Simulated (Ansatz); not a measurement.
# C4H3 (charge -1): molecular dynamics

The plan is to follow the molecule's vibrations and see whether its bonds hold. The start is relaxed first. Runs: 300 steps of 0.5 fs at constant energy, with velocities drawn for 400 K. SMILES of the start: [CH2-]C1=C=C1.

Program: Ansatz 0.2.0. Level of theory: RKS BLYP-D4/STO-3G. These are calculated values, not measurements.

## 1. The structure to begin with

Bond lengths: C1–C2 1.329 Å, C2–C3 1.504 Å, C2–C4 1.403 Å, C3–C4 1.374 Å, C1–H5 1.095 Å, C1–H6 1.090 Å, C4–H7 1.083 Å. Angles: C1–C2–C3 155.3°, C1–C2–C4 148.4°, C3–C2–C4 56.3°, C2–C1–H5 122.8°, C2–C1–H6 122.6°, H5–C1–H6 114.6°, C2–C3–C4 58.1°, C2–C4–C3 65.6°, C2–C4–H7 141.5°, C3–C4–H7 152.9°.

Structure file:

```xyz
7

C    -0.7419    0.9553    0.0210
C     0.1224   -0.0209    0.2779
C     1.0711   -0.8164    1.1326
C     0.8289   -1.1429   -0.1796
H    -1.2165    1.0858   -0.9576
H    -1.0354    1.6914    0.7691
H     0.9715   -1.7523   -1.0635
```

## 2. Relaxing the start

File input.yaml:

```yaml
crystal:
  periodic: [false, false, false]
  atoms:
    - { symbol: C, position_ang: [-0.74194, 0.95527, 0.02102] }
    - { symbol: C, position_ang: [0.12241, -0.02089, 0.2779] }
    - { symbol: C, position_ang: [1.0711, -0.81636, 1.13262] }
    - { symbol: C, position_ang: [0.82887, -1.14287, -0.17956] }
    - { symbol: H, position_ang: [-1.21649, 1.08576, -0.9576] }
    - { symbol: H, position_ang: [-1.03542, 1.69142, 0.76911] }
    - { symbol: H, position_ang: [0.97146, -1.75233, -1.06348] }
total_charge: -1
basis:
  gaussian: { orbitals: STO-3G }
hamiltonian:
  xc: blyp
  dispersion: d4
relax:
  f_tol: 0.02
  max_steps: 40
scf:
  lower_state_search: "off"
```

On the command line:

```bash
> ansatz run input.yaml --threads 1 --pin off --max-ram 2048MiB --backend cpu --events-out ev --progress --plain --runs-dir out
```

The runs that follow: Dynamics.

Q: Predict the outcome of this session. Wanted: relaxation of the start; temperature, first and last step; temperature, second half; potential energy, second half; largest change of the total energy; bonds formed or broken.

The runs gave:

| quantity | value |
| --- | --- |
| relaxation of the start | 5 moves, 0.171 eV lower |
| length | 300 steps of 0.5 fs |
| temperature, first and last step | 400 and 205 K |
| temperature, second half | mean 199 K, from 146 to 278 K |
| potential energy, second half | +19 meV/atom from the start |
| largest change of the total energy | 0.24 meV/atom |
| bonds formed or broken | 0 |

The temperature starts at 400 K and averages 199 K in the second half, where it ranges from 146 to 278 K. About half is expected from a start at a minimum: kinetic energy passes into potential energy until both shares match. The total energy strays from its start by at most 0.24 meV/atom, 1.3 % of the mean kinetic energy, so a step of 0.5 fs is short enough over this time. The bonding pattern survives the run. 150 fs on 7 atoms is far too short and small for converged averages. The nuclei move classically, without zero-point motion, which matters most for hydrogen. In so small a basis the energies are only a sketch.
